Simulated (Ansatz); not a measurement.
`C/C=N/C(=O)O`, relaxed with RKS PBE-D4/def2-SVP in Ansatz from a rough embedded geometry. The force threshold is 0.03 eV/Å; the program also tests the step.

Total charge 0; spin multiplicity 1.

Start:

```xyz
11

C     0.604   -1.170    1.558
C     0.437   -0.408    0.224
N    -0.588    0.392   -0.005
C    -0.540    0.929   -1.212
O     0.172    0.843   -2.162
O    -1.682    1.761   -1.321
H     1.563   -0.824    1.999
H    -0.191   -0.859    2.211
H     0.614   -2.171    1.412
H     1.232   -0.604   -0.500
H    -1.621    2.111   -2.203
```

Q: How much energy does the relaxation release, and in how many steps? (Estimate.)

A: Computed: 70.68 kJ/mol, in 26 steps, 2 of them rejected.

Q: Which bonds change most? (An estimate is asked.)

A: Computed: C1–H9 from 1.012 to 1.111 Å; N3–C4 from 1.322 to 1.407 Å; C4–O6 from 1.417 to 1.354 Å; C1–C2 from 1.545 to 1.490 Å.

Q: Give the relaxed structure. (Estimate.)

A: Ansatz gave: 
```xyz
11

C     0.615   -1.113    1.554
C     0.453   -0.355    0.282
N    -0.652    0.210   -0.044
C    -0.723    0.813   -1.313
O    -0.333    0.330   -2.362
O    -1.354    2.008   -1.221
H     1.422   -0.664    2.171
H    -0.330   -1.126    2.129
H     0.938   -2.154    1.337
H     1.340   -0.302   -0.395
H    -1.378    2.354   -2.138
```
